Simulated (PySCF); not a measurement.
## Bond length, frequency and bond energy of MgF by level of theory

State: ²Σ⁺ (doublet), unpaired electrons σ ↑. Set-up: basis Mg x2c-TZVPPall, F x2c-TZVPPall; spin-free X2C with a Gaussian nucleus; PySCF 2.14. De refers to Mg + F in their high-spin ground configurations, without counterpoise correction. The functionals are run spin-unrestricted. A positive dipole means Mg(−)F(+).

```csv
Level,Re (Å),ωe (cm⁻¹),De (eV),μ (D),"CPU s a point (SCF and correlation, without the integrals)"
UHF,1.745,737,3.35,-3.15,0.29
UHF-MP2,1.769,698,4.81,n/a,0.52
UHF-SCS-MP2,1.768,699,4.54,n/a,n/a
UHF-CCSD,1.761,709,4.20,n/a,n/a
UHF-CCSD(T),1.764,703,4.29,n/a,26
PBE,1.783,670,4.66,-3.20,0.71
PBEsol,1.774,680,4.88,-3.19,0.65
revPBE,1.793,658,4.48,-3.17,0.46
r²SCAN,1.765,699,4.73,-3.21,1.1
PBE0,1.763,700,4.42,-3.23,1.2
r²SCAN0,1.754,716,4.46,-3.26,1.3
MN15,1.773,684,4.38,-3.76,1.3
ωB97X,1.768,699,4.46,-3.11,1.2
```

Which functional lies closest to UHF-CCSD(T) in De, which farthest, and by how much do they differ from it?

Closest is MN15 (+0.9 pm in Re, -2.7 % in ωe, +0.09 eV in De against UHF-CCSD(T) in the same basis), farthest PBEsol (+1.0 pm in Re, -3.3 % in ωe, +0.59 eV in De). CCSD(T) converges more slowly with the basis than the functionals do and binds too weakly in this one, so the order can change at the basis-set limit.

What does a quarter of exact exchange do here, going from PBE to PBE0?

PBE0 less PBE: -2.0 pm in Re, +4.5 % in ωe, -0.24 eV in De. Exact exchange removes part of the self-interaction that spreads semilocal densities, and in most molecules shortens and stiffens the bond and lowers De; so it does here.

What does a quarter of exact exchange do here, going from r²SCAN to r²SCAN0?

r²SCAN0 less r²SCAN: -1.1 pm in Re, +2.4 % in ωe, -0.27 eV in De. Exact exchange removes part of the self-interaction that spreads semilocal densities, and in most molecules shortens and stiffens the bond and lowers De; so it does here.

Correlated steps freeze 2 core orbitals. The state was picked by a PBE0 search and need not be the measured ground state.

The whole job (state search and all levels along the bond) took about 5.5 min on 1 thread of Arm Neoverse V1 (shared host), peak memory 1.1 GiB.
